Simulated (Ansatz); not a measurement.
**BSiH (singlet): the correlation ladder at angle Si1–B2–H3 = 102.2°, 6-31G**

An exercise on one series of results from a longer session: the logs are not shown, and one member is left open.

Program: Ansatz 0.2.0, Gaussian basis. Level of theory: 6-31G, core rule «outside noble gas», up to 6 orbitals frozen. These are calculated values, not measurements.

To be run: UHF; CCSD(T) on RHF; CCSD(T) on UHF; BCCD(T) on RHF; CISD; CCSDT(Q) on RHF; CCSDT(Q) on UHF; CCSDTQ on RHF; CCSDTQ on UHF; CASSCF and MRCISD+Q, 2 electrons in 2 orbitals; CASSCF and NEVPT2, 2 electrons in 2 orbitals; CASSCF and MRCISD+Q, 8 electrons in 9 orbitals; CASSCF and NEVPT2, 8 electrons in 9 orbitals; Full CI.

11 further runs of the same task are left out: 1 for a mislabelled method, 6 that didn't finish, 4 set aside as unsound or not needed.

### What is computed

The geometry derives from a PBE0/def2-TZVP stationary point (not a proven minimum). One angle is set to the value named; bond lengths are kept.

3 atoms, charge 0, spin multiplicity 1.

Atoms are counted from 1 here; the program's logs count them from 0.

Bond lengths: Si1–B2 1.895 Å, B2–H3 1.186 Å. Angles: Si1–B2–H3 102.2°.

The first run:

in.yaml reads:

```yaml
crystal:
  periodic: [false, false, false]
  atoms:
    - {symbol: Si, position_ang: [0.333669, 0.000000, 0.460146]}
    - {symbol: B, position_ang: [-0.856414, 0.000000, -1.014739]}
    - {symbol: H, position_ang: [-0.111671, 0.000000, -1.937709]}
basis:
  gaussian: {orbitals: 6-31G}
magnetization: {spin_polarized: true, initial_magnetization: 0}
hamiltonian: {xc: hf}
output: {orbitals: {seedname: orbitals}}
```

Started as:

```sh
> ansatz run in.yaml --threads 1 --pin off --events-out ev --progress --plain --max-ram 2393MiB
```

Steps of the session up to this table: UHF; CCSD(T) on RHF; CCSD(T) on UHF; BCCD(T) on RHF; CISD; CCSDT(Q) on RHF; CCSDT(Q) on UHF; CCSDTQ on RHF; CCSDTQ on UHF; CASSCF and MRCISD+Q, 2 electrons in 2 orbitals; CASSCF and NEVPT2, 2 electrons in 2 orbitals; CASSCF and MRCISD+Q, 8 electrons in 9 orbitals; CASSCF and NEVPT2, 8 electrons in 9 orbitals; Full CI.

One of the session's tables, all rows but one given; the rest of the session is left out.

It belongs to the step «Misses and costs». 

| method | from FCI (kcal/mol) |
| --- | --- |
| RHF | +89.41 |
| RMP2 | +23.87 |
| CISD | +12.39 |
| RCCSD | +5.45 |
| RCCSD(T) | +1.30 |
| BCCD(T) | +1.45 |
| RCCSDT | +0.39 |
| RCCSDT(Q) | -0.06 |
| RCCSDTQ | +0.03 |
| CASSCF pair | ? |
| NEVPT2 pair | +22.04 |
| MRCISD pair | +9.50 |
| MRCISD+Q pair | +3.68 |
| CASSCF valence | +19.43 |
| NEVPT2 valence | +5.61 |
| MRCISD valence | +0.70 |
| MRCISD+Q valence | +0.27 |
| FCI | 0 |

Q: Estimate the row for CASSCF pair from the others.

**Answer.** from FCI (kcal/mol): +65.47. In the column «from FCI (kcal/mol)» it lies between RMP2 (+23.87) and RHF (+89.41).

Left out of the table: UHF, UMP2, UCCSD, UCCSD(T), UCCSDT, UCCSDT(Q), UCCSDTQ (another determinant or state than the rows shown).

Limits of these values: RCCSDT(Q) falls below full CI, which methods that aren't variational can do.
